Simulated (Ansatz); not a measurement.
This script drives the Ansatz DFT code, driven from Python.

`bfh.py`:
```python
# -*- coding: utf-8 -*-
"""Molecular dynamics of one BFH molecule."""

import warnings

import ansatz as az
from ase import Atoms
import numpy as np

SETTINGS = {
    "basis_set": "def2-SVP",
    "xc": "PBE",
    "n_steps": 40,
    "temperature_k": 800,
}

warnings.simplefilter("ignore", az.DeckWarning)

atoms = Atoms(["B", "F", "H"], positions=[
    [-0.3354, 0.088, -0.1824],
    [0.6544, 0.888, 0.4574],
    [-0.33, -1.0408, -0.2882],
])
geometry = az.Crystal.molecule_from_ase(atoms)

model = (
    geometry.calculation()
    .basis(gaussian=SETTINGS["basis_set"])
    .functional(SETTINGS["xc"])
    .spin("collinear", total=1)
    .accuracy("high")
    .scf(lower_state_search="standard")
    .md("nve", timestep=1.0, steps=SETTINGS["n_steps"], temperature=SETTINGS["temperature_k"], initial_velocities="maxwell_boltzmann", seed=19)
)
frames = []
model.session().plan().execute(on_event=lambda e: frames.append(e["data"]) if e["event"] == "md_step" else None)
print("t (fs)   E_pot (eV)      E_kin (eV)   T (K)   d(0-1) (A)")
for f in frames[::2]:
    xyz = np.array(f["positions_ang"])
    print(f"{f['time_fs']:6.2f} {f['lagrangian_ev']:14.5f} {f['e_kin_ev']:10.5f} {f['temperature_k']:8.1f} {np.linalg.norm(xyz[0] - xyz[1]):9.4f}")
kept = np.array([f["conserved_ev"] for f in frames])
print(f"conserved energy moves by at most {1000 * np.ptp(kept):.3f} meV")
symbols = [site.symbol for site in geometry.cartesian_sites]
with open("last_frame.xyz", "w") as handle:
    handle.write(f"{len(symbols)}\nt = {frames[-1]['time_fs']} fs\n")
    handle.writelines("{:2s} {:10.5f} {:10.5f} {:10.5f}\n".format(s, *xyz) for s, xyz in zip(symbols, frames[-1]["positions_ang"]))
```

It is started by `python bfh.py`. Estimate its wall time and peak memory on 1 thread of Arm Neoverse V2 (shared host).

It took about 53 s, with a peak of 0.19 GiB, for 1 run of the engine.

Running `python bfh.py` prints:
```text
t (fs)   E_pot (eV)      E_kin (eV)   T (K)   d(0-1) (A)
  0.00    -3401.40943    0.10341    800.0    1.4244
  2.00    -3401.62641    0.31274   2419.4    1.3831
  4.00    -3401.63389    0.32366   2504.0    1.3283
  6.00    -3401.55545    0.24697   1910.6    1.2733
  8.00    -3401.52181    0.21326   1649.9    1.2327
 10.00    -3401.52449    0.21227   1642.2    1.2191
 12.00    -3401.45049    0.14497   1121.5    1.2348
 14.00    -3401.59716    0.28543   2208.2    1.2701
 16.00    -3401.69343    0.37892   2931.4    1.3136
 18.00    -3401.51268    0.20485   1584.8    1.3564
 20.00    -3401.38348    0.07802    603.6    1.3903
 22.00    -3401.45241    0.14420   1115.6    1.4100
 24.00    -3401.55232    0.23846   1844.8    1.4127
 26.00    -3401.48655    0.18228   1410.2    1.3960
 28.00    -3401.64638    0.33330   2578.5    1.3591
 30.00    -3401.69141    0.37729   2918.8    1.3096
 32.00    -3401.47249    0.16489   1275.7    1.2630
 34.00    -3401.34945    0.04469    345.8    1.2346
 36.00    -3401.48565    0.17589   1360.7    1.2346
 38.00    -3401.59410    0.27816   2151.9    1.2611
 40.00    -3401.52909    0.22624   1750.2    1.2996
conserved energy moves by at most 13.530 meV
```

`last_frame.xyz`, as written:
```text
3
t = 40.0 fs
B    -0.28537    0.13543   -0.14939
F     0.62314    0.85661    0.43661
H    -0.27739   -0.95786   -0.25029
```

Reading the output:
- The settings weren't tested for convergence.
- The trajectory is only some femtoseconds long, so its temperature is not equilibrated; where the script doesn't relax first, it starts from a rough generated geometry.
- The species is open-shell (spin multiplicity 2).
- The temperature counts the internal degrees of freedom alone.
- With hydrogen a step over 0.5 fs is long.

(A comment or docstring line of the script was reworded after the run, the code is as it ran; lines on the test bed's own set-up are left out of the output.)
